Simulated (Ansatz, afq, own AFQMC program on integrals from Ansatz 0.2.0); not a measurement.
## CHN⁺, doublet in cc-pVTZ, levels against CCSDT(Q)

```yaml
atoms:
  - { symbol: N, position_ang: [0.0000, 0.0000, 1.1200] }
  - { symbol: C, position_ang: [0.0000, 0.0000, -0.0256] }
  - { symbol: H, position_ang: [0.0000, 0.0000, -1.0944] }
```

Connectivity, by distances: N–CH.

Basis cc-pVTZ. Noble-gas cores (and the filled d shells of Ga–Kr and In–Xe) are frozen. Integrals, coupled cluster, full CI and functionals: Ansatz 0.2.0; the random walks run on the same integrals in our own AFQMC program. The CISD trial takes its coefficients from CCSD amplitudes. Released means that phaseless walkers are propagated on without the constraint, phases kept. Uncertainties: one standard error, sampling alone.

Determinant: ROHF, the one that the program's search chose, which needn't be the lowest solution. The geometry is a PBE0/def2-TZVP stationary point of this or a neighbouring charge and spin state.

No full CI on the walks' own integrals is used here; CCSDT(Q) serves as the reference and is uncertain by about the last step of the cluster series.

Cautions: the released energies have errors that jump between times, so the bars are unsure, so no released level is given (meV from the phaseless value at times in 1/Eh: -20 ± 5 at 0.24, -25 ± 4 at 0.51, 231 ± 262 at 0.99, -39 ± 5 at 1.62, -33 ± 7 at 2.40), though the last usable value meets CCSDT(Q) within the noise.

```
T1 diagnostic                               : 0.0147
weight of the determinant in the CISD state : 0.902
size of the correlated space                : 9 electrons in 72 orbitals
```

```
  level  correlation energy (eV)
    MP2                  -7.3938
   CCSD                  -7.9693
CCSD(T)                  -8.2975
```

Task: Estimate where phaseless AFQMC with a CISD trial lies against CCSD(T) on the same integrals.

Result: 2.8 ± 4.8 meV below CCSD(T). The gap is under twice the noise, so this walk alone can't tell the two apart.

Reference: CCSDT(Q), correlation energy -8.339 eV.

```tsv
level	E − E(reference) (meV)	share of correlation (%)
CCSD(T)	41.8	99.50
CCSDT	20.4	99.76
ph-AFQMC/CISD	39.0 ± 4.8	99.53
```

A walk keeps the symmetry of its determinant, which the program's search chose and which needn't be the lowest solution, so a lower state of the same spin and another symmetry isn't excluded.
